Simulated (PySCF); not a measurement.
Simulated outer-valence photoelectron spectrum of `C/C(Cl)=C/F`. Computed with EOM-IP-CCSD/aug-cc-pVDZ in PySCF, restricted Hartree–Fock reference, frozen core, non-relativistic, gas phase, PBE0-D3(BJ)/def2-SVP geometry.

Each root has a Gaussian of 0.6 eV full width with its one-hole share as area; cross sections and vibrations are left out, and the highest printed point is 100.

ionisation energy (eV), intensity and a bar:
```
      8.8          1 
      9.0         10 ###
      9.2         33 ##########
      9.4         63 ###################
      9.6         63 ###################
      9.8         35 ##########
     10.0         10 ###
     10.2          2 
     10.4          0 
     10.6          0 
     10.8          2 
     11.0         11 ###
     11.2         35 ###########
     11.4         63 ###################
     11.6         62 ###################
     11.8         34 ##########
     12.0         20 ######
     12.2         38 ###########
     12.4         64 ###################
     12.6         60 ##################
     12.8         32 ##########
     13.0         17 #####
     13.2         32 ##########
     13.4         61 ##################
     13.6         67 ####################
     13.8         50 ###############
     14.0         53 ################
     14.2         80 ########################
     14.4        100 ##############################
     14.6         99 ##############################
     14.8         87 ##########################
     15.0         81 ########################
     15.2         74 ######################
     15.4         46 ##############
     15.6         17 #####
     15.8          3 #
     16.0          1 
     16.2          2 #
     16.4         12 ####
     16.6         38 ###########
     16.8         64 ###################
     17.0         58 #################
     17.2         29 #########
     17.4          8 ##
     17.6          1
```

Q: Where are the maxima, and how many lines lie under the curve?

A: 6 maxima, at 9.5, 11.5, 12.5, 13.5, 14.5 and 16.9 eV, from 8 lines. At this width some lines have no maximum of their own.

Q: List the lines with their holes.

A: 
```
E (eV)  leading hole (HF orbital)  area  Koopmans (eV)
  9.50                       HOMO  0.96           9.86
 11.49                     HOMO-1  0.96          12.45
 12.48                     HOMO-2  0.95          13.46
 13.52                     HOMO-3  0.96          14.64
 14.27                     HOMO-5  0.95          16.17
 14.66                     HOMO-4  0.95          15.83
 15.18                     HOMO-6  0.95          16.33
 16.87                     HOMO-7  0.94          18.69
```

The widest gap, 1.99 eV, lies between 9.50 and 11.49 eV. Only orbitals with −ε under 21 eV, eight at most, were ionised, so the high end of the curve may lack lines.

On one thread of an Arm Neoverse V2, shared host, this took 5.2 min of wall time and 2.9 GiB of memory at its peak.
